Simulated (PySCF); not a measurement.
# C₂⁺: from constants to spectrum

UHF-CCSD(T) constants of C₂⁺, ⁴Σg⁻ (quartet), unpaired electrons σ ↑, π ↑↑ (basis C 6-31G(d,p); no relativity; PySCF 2.14; masses 12.0000 and 12.0000 u):

```
ωe              : 1372.6 cm⁻¹
ωexe            : 12.2 cm⁻¹
Be              : 1.4053 cm⁻¹
αe              : 0.0167 cm⁻¹
D (centrifugal) : 5.89e-06 cm⁻¹
De to C⁺ + C    : 5.43 eV
```

Problem. Give the vibrational terms G(v) and spacings up to v = 6.

Solution. G(v) = ωe(v+½) − ωexe(v+½)².

```json
{"v": "0", "G(v) (cm⁻¹)": "683.2", "G(v) − G(v−1)": "", "Bv (cm⁻¹)": "1.397"}
{"v": "1", "G(v) (cm⁻¹)": "2031.4", "G(v) − G(v−1)": "1348.2", "Bv (cm⁻¹)": "1.380"}
{"v": "2", "G(v) (cm⁻¹)": "3355.2", "G(v) − G(v−1)": "1323.8", "Bv (cm⁻¹)": "1.364"}
{"v": "3", "G(v) (cm⁻¹)": "4654.6", "G(v) − G(v−1)": "1299.4", "Bv (cm⁻¹)": "1.347"}
{"v": "4", "G(v) (cm⁻¹)": "5929.6", "G(v) − G(v−1)": "1275.0", "Bv (cm⁻¹)": "1.330"}
{"v": "5", "G(v) (cm⁻¹)": "7180.2", "G(v) − G(v−1)": "1250.6", "Bv (cm⁻¹)": "1.313"}
{"v": "6", "G(v) (cm⁻¹)": "8406.4", "G(v) − G(v−1)": "1226.2", "Bv (cm⁻¹)": "1.297"}
```

Problem. How well does the Morse estimate ωe²/(4ωexe) reproduce De, and what is D0?

Solution. It gives 4.79 eV, 88 % of the computed De. D0 = De − G(0) = 5.43 − 0.08 = 5.35 eV.

Correlated steps freeze 2 core orbitals. Correlated levels converge slowly with the basis: in double zeta they bind strong bonds too weakly, by up to about 1 eV, and carry superposition errors of some tenths. The state is the lowest determinant that a PBE0 search found; another state may lie lower at other levels.
